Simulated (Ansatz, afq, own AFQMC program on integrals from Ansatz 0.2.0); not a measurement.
Two steps: Ansatz 0.2.0 writes the Fock matrix and Cholesky factors of the valence space, and afq projects on them the lowest state that overlaps trial and start.

```yaml
crystal:
  periodic: [false, false, false]
  atoms:
    - {symbol: B, position_ang: [0.000000, 0.000000, 1.069857]}
    - {symbol: N, position_ang: [0.000000, 0.000000, -0.860143]}
    - {symbol: H, position_ang: [0.000000, 1.046904, 1.650272]}
    - {symbol: H, position_ang: [0.000000, -1.046904, 1.650272]}
    - {symbol: H, position_ang: [0.000000, 0.841351, -1.411402]}
    - {symbol: H, position_ang: [0.000000, -0.841351, -1.411402]}
basis:
  gaussian: {orbitals: 6-31G}
magnetization: {spin_polarized: false}
correlation: {method: ccsd_t, electrons: outside_noble_gas, hamiltonian_folder: ham}
```

```sh
$ ansatz run in.yaml --threads 1 --pin off --events-out ev --progress --plain --max-ram 1382MiB
```

afq runs on the folder ham with

```
--method free --trial cisd --walkers 20 --time-step 0.05 --max-blocks 30 --target-error 0.00168 --factor-cut 1e-05 --seed 6486 --times 0,2,5,8,12 --taylor-order 6
```

Times are imaginary, in 1/Eh. The walk had a cap of 90 s.

```
orbitals 24  electrons 6 6  factors 167 of 386
reference energy -81.35841113 Eh
CCSD correlation -0.19827441 Eh in 11 cycles, weight of the determinant in the CISD state 0.8822
repeat  energy at the last time / Eh  error
    10  -81.515626  0.078440
    20  -81.537232  0.024267
    30  -81.540449  0.009754
time / (1/Eh)  energy / Eh  error  mean overlap
  0.00  -81.558040  0.001259  1.1390
  2.00  -81.563489  0.001675  1.0803
  5.00  -81.570186  0.003755  1.0584
  8.00  -81.555152  0.005594  1.3547
 12.00  -81.540449  0.009754  1.3990
energy -81.540449 +/- 0.009754 Eh
```

The run failed at least one of its tests; the cautions name the faults.

Against this walk (error 265.4 meV) on the same determinant: CCSD(T) 603.1 meV lower, CCSDT(Q) 652.3 meV lower. The error is statistical, and a free projection of finite length keeps a remainder of its start.

A setting was made bad on purpose (projection too long), so the walk's energy isn't to be trusted.

Cautions: remainder of the start not in the error; error above the target (265.4 against 45.7 meV); higher spins were not checked; strong correlation (T1 0.035, weight of the determinant 0.88, largest double 0.06); so few walkers bias the energy; the time-step error isn't removed.

CCSDT and higher add their correlation energy to the determinant of the CCSD(T) run, since their own runs factorise the integrals more tightly (a shift of under 2 meV). A walk keeps the symmetry of its determinant, which the program's search chose and which needn't be the lowest solution, so a lower state of the same spin and another symmetry isn't excluded.
